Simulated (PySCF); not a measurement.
Published values to compare with (the computed states carry no symmetry labels, so the two lists aren't matched line by line):

```json
{"state": "3Σ+(3d,4s)", "E (eV)": "2.06", "f": "", "kind of transition": "vertical absorption", "source": "[1]"}
{"state": "3Π(3d,4s)", "E (eV)": "2.47", "f": "", "kind of transition": "vertical absorption", "source": "[1]"}
{"state": "1Σ+(3d,4s)", "E (eV)": "2.57", "f": "", "kind of transition": "vertical absorption", "source": "[1]"}
{"state": "1Π(3d,4s)", "E (eV)": "2.79", "f": "", "kind of transition": "vertical absorption", "source": "[1]"}
```

[1] computed, theoretical best estimate (aug-cc-pVTZ, non-relativistic), gas; Jacquemin, Kossoski, Gam, Boggio-Pasqua, Loos, transition metal compounds, arXiv:2309.17311 (2023)

Species: copper monofluoride, CuF (singlet state).
Atom-mapped SMILES: `[F:1][Cu:2]`

Method used: TDDFT CAM-B3LYP/def2-SVPD, vertical, gas phase, core orbitals frozen in the response (PySCF). Isolated species at its PBE0-D3(BJ)/def2-SVP geometry, gas phase.

Computed singlets: 2.26 eV (f 0.011 summed over 2 states); 2.32 eV (f 0.005); 2.51 eV (f 0.000 summed over 2 states); 5.36 eV (f 0.007 summed over 2 states); 5.94 eV (f 0.179 summed over 2 states) [of 10 roots; the last level is left out, as the window may have cut its degenerate partner]. Computed triplets (Tamm–Dancoff): 1.45, 1.81, 1.81 eV.

**Question.** How does the lowest computed singlet compare with the best estimate listed for the lowest singlet (vertical absorption)?

**Answer.** 2.26 eV against 2.57 eV for 1Σ+(3d,4s) [1]: a difference of -0.31 eV. Geometry and basis of the two calculations needn't be the same.

**Question.** How does the lowest computed triplet compare with the best estimate listed for the lowest triplet (vertical absorption)?

**Answer.** 1.45 eV against 2.06 eV for 3Σ+(3d,4s) [1]: a difference of -0.62 eV. Geometry and basis of the two calculations needn't be the same.

All these states lie below the vertical ionisation energy of 10.52 eV (ΔSCF).
